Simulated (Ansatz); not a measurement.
## A rate constant, worked out

An elementary step of Si₂H₅Cl, singlet (Si₂H₅Cl ([SiH3][SiH2][Cl]) → SiH₃Cl ([SiH3][Cl]) + SiH₂ (still joined by a long Si–Cl bond); Si–Si, Si–Cl broken or loosened, Si–Cl formed or tightened). The start structure is the reactant molecule, and the electronic barrier above it is 2.255 eV by CCSD(T) at an estimated basis limit (MP2 extrapolated from triple and quadruple zeta, plus CCSD(T) − MP2 in triple zeta). Program: Ansatz 0.2.0. Basis: def2-TZVPP and def2-QZVPP. Cores are frozen in the correlated methods. Extrapolation: Hartree–Fock as exp(−7.88 √X), correlation as X^−2.97. Harmonic wavenumbers at PBE0-D4/def2-TZVP (Ansatz 0.2.0), in cm⁻¹:

Start: 103, 118, 351, 411, 509, 550, 586, 703, 801, 876, 932, 933, 945, 2216, 2227, 2232, 2233, 2242.

Saddle: 211i, 183, 257, 278, 389, 592, 597, 613, 711, 843, 947, 976, 1020, 2116, 2136, 2158, 2234, 2267.

Question: Work out the transition-state-theory rate constant at 600 K from these numbers alone (harmonic vibrations; rotation, path degeneracy and anharmonicity left out), and the Wigner tunnelling factor. Use 1 cm⁻¹ = 1.2398 × 10⁻⁴ eV and k_B = 8.617 × 10⁻⁵ eV/K.

Answer: Zero-point energies, half the sums: start 18968/2 cm⁻¹ = 1.1759 eV; saddle, real modes only, 18317/2 cm⁻¹ = 1.1355 eV.
Barrier with zero-point energy: 2.255 + 1.1355 − 1.1759 = 2.2146 eV.
k_BT = 0.05170 eV, so the barrier is 42.83 k_BT.
Vibrational partition functions from the zero-point level, ln q = −Σ ln(1 − exp(−hν/k_BT)): start 5.747, saddle 4.514.
k = (k_BT/h) exp(ln q‡ − ln q) exp(−E0/k_BT), with log₁₀(k_BT/h in s⁻¹) = 13.10: log₁₀ k = 13.10 + (-1.233 − 42.83)/2.3026 = -6.04, so k ≈ 9 × 10^(-7) s⁻¹.
Wigner factor: 1 + (hν‡/k_BT)²/24 = 1 + (0.51)²/24 = 1.01. A change of 1 kcal/mol (0.043 eV) in the barrier would change k by a factor of 2.3 at this temperature.

T1 diagnostic: at most 0.013.

Losses and insertions of silylenes and their heavier kin drive the gas-phase chemistry of silicon and germanium vapour deposition.

Labels in which every atom is bracketed show which atoms are joined, not bond orders.

For scale, one of the runs: CCSD(T)/def2-TZVPP, 196 basis functions, launched by `ansatz run in.yaml --threads 2 --pin off --events-out ev --progress --plain --max-ram 4352MiB`. Time: 41 s of wall clock on 2 CPU threads of an Arm Neoverse V1; the host was shared. Peak host memory: 2 GiB.
